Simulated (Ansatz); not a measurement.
# [GeH3···H···NH], triplet along the distance Ge1-H5

Starting geometry:

| atom | x (Å) | y (Å) | z (Å) |
| --- | --- | --- | --- |
| Ge | -0.4903 | 0.0110 | 0.0000 |
| H | -1.0018 | 1.4576 | 0.0000 |
| H | -1.0018 | -0.7123 | 1.2528 |
| H | -1.0018 | -0.7123 | -1.2528 |
| H | 1.0440 | 0.0110 | 0.0000 |
| N | 2.4857 | 0.0110 | 0.0000 |
| H | 2.7548 | -0.9932 | 0.0000 |

From there H5 is moved from one fragment to the other while all else, the fragments' distance too, stays fixed; atoms are numbered as listed. Energies are in eV, counted from the starting geometry at the same level.

Basis cc-pVDZ; Ansatz 0.2.0. Correlated methods freeze the noble-gas cores and the filled d shells of p-block atoms. Prefix R: restricted or restricted open-shell reference; prefix U: unrestricted. No spin–orbit coupling is included, and no scalar relativity.

Full CI isn't at hand for all of this; UCCSDT(Q) serves as the reference, and is uncertain by about the last step of the cluster series. The frozen core follows each run's orbitals, which can shift R against U totals by a few meV for light atoms and by up to 0.1 eV past Ca.

| distance Ge1-H5 (Å) | RMP2 |
| --- | --- |
| 1.534 | 0.000 |
| 1.592 | -0.021 |
| 1.706 | -0.185 |
| 1.821 | -0.375 |
| 1.936 | -0.481 |

Task: Estimate the UCCSDT(Q) curve in cc-pVDZ from this one, knowing how RMP2 errs.

Result: The computed UCCSDT(Q) values, in eV from the starting point, and the error of RMP2 against them:
```tsv
distance Ge1-H5 (Å)	UCCSDT(Q)	RMP2 less UCCSDT(Q)
1.534	0.000	0.000
1.592	-0.025	0.004
1.706	-0.102	-0.083
1.821	-0.262	-0.113
1.936	-0.359	-0.122
```

The error spans 0.126 eV and is largest, -0.122 eV, at 1.936 Å.
